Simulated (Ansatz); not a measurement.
# HNC (hydrogen isocyanide): the vertical ionisation energy from total energies

HNC: 3 atoms, total charge 0, spin state singlet. SMILES: `[C-]#[NH+]`. The coordinates come from a PBE0-D4/def2-TZVP relaxation.

```xyz
3

C    -0.6235    0.8835   -0.2415
N     0.0314   -0.0441    0.0122
H     0.5921   -0.8395    0.2293
```

Both states at this one shape; open shells run unrestricted unless said. 1 Eh = 27.2114 eV.

```tsv
level	program	singlet HNC (Eh)	doublet CHN+ (Eh)
revPBE/STO-3G	Ansatz	-92.150219	-91.763860
CAM-B3LYP/aug-cc-pVTZ	Ansatz	-93.393718	-92.942800
wB97M-V/aug-cc-pVTZ	Ansatz	-93.410709	-92.959573
RPA@PBE/STO-3G, 2 core orbitals frozen	Ansatz	-91.847376	-91.503977
```

Problem. Work out the vertical ionisation energy at each level.

Solution. 
1. revPBE/STO-3G: -91.763860 − (-92.150219) = 0.386359 Eh = 10.51 eV.
2. CAM-B3LYP/aug-cc-pVTZ: -92.942800 − (-93.393718) = 0.450918 Eh = 12.27 eV.
3. wB97M-V/aug-cc-pVTZ: -92.959573 − (-93.410709) = 0.451136 Eh = 12.28 eV.
4. RPA@PBE/STO-3G: -91.503977 − (-91.847376) = 0.343399 Eh = 9.34 eV.

No measured value is set beside it here; the levels span 9.34 to 12.28 eV. Minimal sets are far from the basis-set limit.
